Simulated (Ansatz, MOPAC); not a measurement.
C2H4F2 (1,1-difluoroethane): the zero-point energy at each level's own minimum, rung by rung

C2H4F2, singlet, SMILES `CC(F)F`. Each level relaxes the structure for itself.

Each level gives the zero-point energy at each level's own minimum (kJ/mol). The values are calculated.

```json
{"level": "AM1", "kind": "semi-empirical", "program": "MOPAC", "value (kJ/mol)": "160.3"}
{"level": "PM6-D3H4", "kind": "semi-empirical", "program": "MOPAC", "value (kJ/mol)": "146.0"}
{"level": "PM6-ORG", "kind": "semi-empirical", "program": "MOPAC", "value (kJ/mol)": "143.1"}
{"level": "PM7-HH", "kind": "semi-empirical", "program": "MOPAC", "value (kJ/mol)": "149.0"}
{"level": "HF/STO-3G", "kind": "Hartree–Fock", "program": "Ansatz", "value (kJ/mol)": "186.0"}
{"level": "HF/3-21G", "kind": "Hartree–Fock", "program": "Ansatz", "value (kJ/mol)": "172.0"}
{"level": "HF/6-31G* (Cartesian functions)", "kind": "Hartree–Fock", "program": "Ansatz", "value (kJ/mol)": "172.0"}
{"level": "PBE/def2-SVP", "kind": "GGA", "program": "Ansatz", "value (kJ/mol)": "154.2"}
{"level": "PBE0-D4/def2-TZVP", "kind": "global hybrid", "program": "Ansatz", "value (kJ/mol)": "159.2"}
{"level": "B3LYP/6-31G* (Cartesian functions)", "kind": "global hybrid", "program": "Ansatz", "value (kJ/mol)": "160.3"}
```

Harmonic and unscaled. The values span 143.1 to 186.0 kJ/mol.
